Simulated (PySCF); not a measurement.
Molecule: SMILES C=C(F)CN, C$_{3}$H$_{6}$FN.

Molfile (atoms numbered from 1):
```
C3H6FN
     RDKit          3D

 11 10  0  0  0  0  0  0  0  0999 V2000
    1.7758    0.2618    0.1885 C   0  0  0  0  0  0  0  0  0  0  0  0
    0.5563   -0.2262    0.3961 C   0  0  0  0  0  0  0  0  0  0  0  0
    0.1972   -0.6347    1.6242 F   0  0  0  0  0  0  0  0  0  0  0  0
   -0.5660   -0.3795   -0.5815 C   0  0  0  0  0  0  0  0  0  0  0  0
   -1.7910    0.2979   -0.2063 N   0  0  0  0  0  0  0  0  0  0  0  0
    2.5029    0.3234    1.0001 H   0  0  0  0  0  0  0  0  0  0  0  0
    2.0620    0.6013   -0.8071 H   0  0  0  0  0  0  0  0  0  0  0  0
   -0.2282   -0.0279   -1.5683 H   0  0  0  0  0  0  0  0  0  0  0  0
   -0.7845   -1.4566   -0.6921 H   0  0  0  0  0  0  0  0  0  0  0  0
   -1.6127    1.2926   -0.0775 H   0  0  0  0  0  0  0  0  0  0  0  0
   -2.1102   -0.0508    0.6959 H   0  0  0  0  0  0  0  0  0  0  0  0
  1  2  2  0
  2  3  1  0
  2  4  1  0
  4  5  1  0
  1  6  1  0
  1  7  1  0
  4  8  1  0
  4  9  1  0
  5 10  1  0
  5 11  1  0
M  END
```

Geometry PBE0-D3(BJ)/def2-SVP throughout; GIAO in PySCF 2.14, gas phase, one conformer, non-relativistic; equivalent atoms averaged; functional PBE0.

Task: How do the shifts δ (against TMS, CFCl3, NH3 at the same level) depend on the basis set? (ppm; last column core-seconds on shared hosts with different chips, so compare them loosely)

Result: 
```
    basis set  functions     C2     C1    C4      F3    N5    H6    H7  H8/H9  H10/H11  core-s
       STO-3G         31  128.1   88.9  41.3   -14.2   9.1  4.48  4.35   2.28    -0.18     2.1
        6-31G         57  165.1   91.5  44.1  -113.7  19.5  4.59  4.46   3.35     0.35     4.3
     pcSseg-0         57  184.2  104.1  49.6  -101.8  22.4  4.74  4.58   3.52     0.02     3.3
       6-31G*         82  161.3   86.4  44.0   -99.8  19.4  4.19  4.03   3.10     0.19     5.5
     def2-SVP        100  168.8   87.6  43.3   -82.8  24.8  4.31  4.10   2.96     0.10     6.6
      cc-pVDZ        100  169.2   87.8  45.5   -92.7  27.8  4.29  4.17   3.02     0.09     5.9
     pcSseg-1        115  177.2   93.2  47.3  -101.9  32.3  4.61  4.38   3.15     0.48     6.1
  aug-cc-pVDZ        169  169.4   86.2  45.4  -102.8  30.6  4.59  4.47   3.22     0.63      12
6-311+G(2d,p)        171  176.5   90.3  46.5  -108.8  30.8  4.48  4.31   3.15     0.46      14
    def2-TZVP        191  178.6   90.8  47.5  -103.1  32.1  4.47  4.35   3.14     0.37      19
      cc-pVTZ        234  176.6   90.3  47.1   -99.3  31.9  4.46  4.36   3.13     0.45      18
     IGLO-III        235  182.5   93.4  48.4  -106.7  31.3  4.51  4.34   3.18     0.59      19
     pcSseg-2        264  183.9   94.3  49.0  -104.9  31.8  4.55  4.41   3.17     0.67      23
```

Task: Which nucleus moves most, in ppm?

Result: F3 (vinylic fluorine): from -113.7 ppm with 6-31G to -14.2 ppm with STO-3G. The smallest spread is 0.54 ppm, at H6. Proton shifts span only some 12 ppm, so a few tenths of a ppm matter as much there as several ppm in carbon.

Task: Taking the largest basis, pcSseg-2 (264 functions), as the yardstick, rank the others by their worst heavy-atom deviation.

Result: IGLO-III 1.8 ppm (235 functions), def2-TZVP 5.2 ppm (191 functions), pcSseg-1 6.7 ppm (115 functions), cc-pVTZ 7.3 ppm (234 functions), 6-311+G(2d,p) 7.4 ppm (171 functions), pcSseg-0 9.8 ppm (57 functions), aug-cc-pVDZ 14.5 ppm (169 functions), cc-pVDZ 14.7 ppm (100 functions), 6-31G 18.8 ppm (57 functions), def2-SVP 22.1 ppm (100 functions), 6-31G* 22.6 ppm (82 functions), STO-3G 90.7 ppm (31 functions).

A small basis that lands close on one nucleus may do so by chance; judge by the trend and by all nuclei.
